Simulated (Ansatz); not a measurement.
# Diamond-structure Ge

Method: PBE0 (Ansatz, an electronic-structure program, plane waves, PAW).

Settings: plane-wave cutoff 460 eV, 8×8×8 k mesh, Fermi–Dirac smearing 0.01 eV, scalar-relativistic PAW data made under PBE.

Cell: measured lattice: a = b = c = 5.658 Å, α = β = γ = 90.00°.

```yaml
band_gap: 1.36 eV (on the SCF k mesh)
smallest_direct_gap_on_the_k_points_sampled: 1.38 eV
width_of_the_whole_s_p_valence_band: 14.21 eV
```

Measured, for comparison: band gap 0.79 eV (measured zero-point renormalisation of 52 meV added back here; inputs from Miglio et al. (2020), arXiv:2011.12765).

Note: cell and atoms aren't relaxed at this level (pressure 0.8 GPa).

Spin–orbit coupling is not included.

Computed values are for the static lattice.

It cost roughly 100 core-seconds of CPU time.
